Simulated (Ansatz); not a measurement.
C4H6O2 can be A, `C=C(C)C(=O)O`, or B, `O=CC1(O)CC1`.

Computed with Ansatz on PBE0-D4/def2-TZVP structures; ΔE is electronic, products minus reactants. CCSD(T)/CBS adds triple-zeta CCSD(T) − MP2 to the extrapolated MP2 energy (def2 sets, frozen cores). Functionals use def2-TZVPP. B3LYP here is the variant with VWN-RPA as its local correlation; programs differ in this. One conformer a species, not always the lowest.

A:

Z-matrix (Å, degrees):
```
C
C 1 1.494
H 1 1.093 2 111.1
H 1 1.093 2 111.1 3 118.5
H 1 1.090 2 110.5 3 -120.8
C 2 1.489 1 118.9 3 -59.3
C 2 1.330 1 124.2 3 120.8
O 6 1.203 2 125.9 1 179.9
O 6 1.347 2 112.1 1 -0.1
H 7 1.083 2 120.3 1 -180.0
H 7 1.084 2 121.2 1 -0.0
H 9 0.967 6 106.1 2 -180.0
```

B:

Z-matrix (Å, degrees):
```
C
C 1 1.466
C 1 1.509 2 117.6
O 1 1.377 2 114.3 3 146.2
C 1 1.509 2 117.6 3 -67.7
O 2 1.207 1 121.8 3 -146.1
H 2 1.108 1 116.2 3 33.9
H 3 1.082 1 113.9 2 143.1
H 3 1.083 1 118.7 2 1.8
H 4 0.970 1 105.2 2 -0.1
H 5 1.083 1 118.7 2 -1.9
H 5 1.082 1 113.9 2 -143.1
```

Question: Which is lower in electronic energy at CCSD(T)/CBS, and by how much? (Estimate.)

Answer: Computed: A, by 29.9 kcal/mol.

Question: Give E(B) − E(A) in kcal/mol with MP2/def2-TZVPP, ωB97M-V, HF/def2-TZVPP, r2SCAN-D4, PBE0-D4, B3LYP-D4, B3LYP. (An estimate is asked.)

Answer: The calculation gave: MP2/def2-TZVPP 28.3, ωB97M-V 28.6, HF/def2-TZVPP 33.2, r2SCAN-D4 28.7, PBE0-D4 26.6, B3LYP-D4 31.2, B3LYP 31.1. None reverses the order clearly.

Largest T1 diagnostic: 0.014.

In def2-TZVPP, CCSD(T) changes the Hartree–Fock value by −3.4 kcal/mol (the triples alone add +0.3 kcal/mol) and MP2 by −4.9 kcal/mol. From PBE to PBE0 (25 % exact exchange), in def2-TZVPP and without D4, E(B) − E(A) moves by −0.7 kcal/mol.
